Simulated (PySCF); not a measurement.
# Al2⁻: changing the method

Starting from one script, swap the method and compare what comes out for Al2⁻.

Computed with PySCF 2.14.0. Level: method and basis as typed in the scripts.

1 further run of the same task is left out (it didn't finish).

## Step 1: Where the work starts

Al2⁻: 2 atoms, charge -1, spin multiplicity 2.

Bond lengths: Al1–Al2 2.365 Å.

## Step 2: The base run

Contents of input.py:

```python
from pyscf import gto, scf, cc

mol = gto.M(
    atom='Al 0 0 0; Al 0 0 2.365',
    basis='6-31g',
    charge=-1,
    spin=1,
    verbose=4,
)
mf = scf.UHF(mol)
mf.kernel()
mycc = cc.CCSD(mf, frozen=10)
mycc.kernel()
mf.dip_moment()
print('orbital energies (hartree):', [e[max(0, n-3):n+3].round(4) for e, n in zip(mf.mo_energy, mol.nelec)])
```

Started as:

```bash
$ OMP_NUM_THREADS=1 python input.py
```

Its log is not repeated here.

Base result: E(SCF) = -483.703229 Eh, 9 cycles, E(CCSD) − E(SCF) = -0.10003 Eh, ⟨S²⟩ = 0.753.

The bond length is a typed value, not an optimised one. The dipole of an ion depends on the origin.

## Step 3: Geometry optimisation

Variant 1 changes step after the SCF: ccsd → optimize.

Contents of input.py:

```python
from pyscf import gto, scf
from pyscf.geomopt.geometric_solver import optimize

mol = gto.M(
    atom='Al 0 0 0; Al 0 0 2.365',
    basis='6-31g',
    charge=-1,
    spin=1,
    verbose=4,
)
mf = scf.UHF(mol)
mf.kernel()
mol_eq = optimize(mf, maxsteps=30)
print('optimised geometry (angstrom)')
print(mol_eq.tostring('raw'))
print('orbital energies (hartree):', [e[max(0, n-3):n+3].round(4) for e, n in zip(mf.mo_energy, mol.nelec)])
```

Started as:

```bash
$ OMP_NUM_THREADS=1 python input.py
```

## Step 4: Mn15 (UKS)

Variant 2 changes functional: none (Hartree–Fock) → mn15; SCF type: UHF → UKS; step after the SCF: ccsd → analyze.

Contents of input.py:

```python
from pyscf import gto, dft

mol = gto.M(
    atom='Al 0 0 0; Al 0 0 2.365',
    basis='6-31g',
    charge=-1,
    spin=1,
    verbose=4,
)
mf = dft.UKS(mol, xc='mn15')
mf.kernel()
mf.analyze()
print('orbital energies (hartree):', [e[max(0, n-3):n+3].round(4) for e, n in zip(mf.mo_energy, mol.nelec)])
```

## Step 5: RHF

Variant 3 changes SCF type: UHF → RHF.

Contents of input.py:

```python
from pyscf import gto, scf, cc

mol = gto.M(
    atom='Al 0 0 0; Al 0 0 2.365',
    basis='6-31g',
    charge=-1,
    spin=1,
    verbose=4,
)
mf = scf.RHF(mol)
mf.kernel()
mycc = cc.CCSD(mf, frozen=10)
mycc.kernel()
mf.dip_moment()
print('orbital energies (hartree):', mf.mo_energy[..., max(0, mol.nelec[1]-3):mol.nelec[0]+3].round(4))
```

Q: Predict the outcome of this session. Wanted: for each run, E(SCF); from base; gap, α spin; after the SCF.

As calculated:

| run | E(SCF) (hartree) | from base (eV) | cycles | gap, α spin (eV) | after the SCF |
| --- | --- | --- | --- | --- | --- |
| base | -483.703229 | 0 | 9 | 4.89 | CCSD correlation -2.722 eV, core frozen |
| geometry optimisation | -483.703229 | 0.0000 | 9 | 4.89 | bond 2.553 Å, -0.112 eV |
| mn15 (UKS) | -484.503868 | not comparable | 8 | 1.79 | n/a |
| RHF | -483.702717 | +0.0139 | 7 | n/a | CCSD correlation -2.736 eV, core frozen |

SCF columns refer to the geometry typed in the script.

What this shows: A lower total energy from another functional means nothing by itself. The dearest run is “geometry optimisation”, at 3.3 s against 0.68 s.
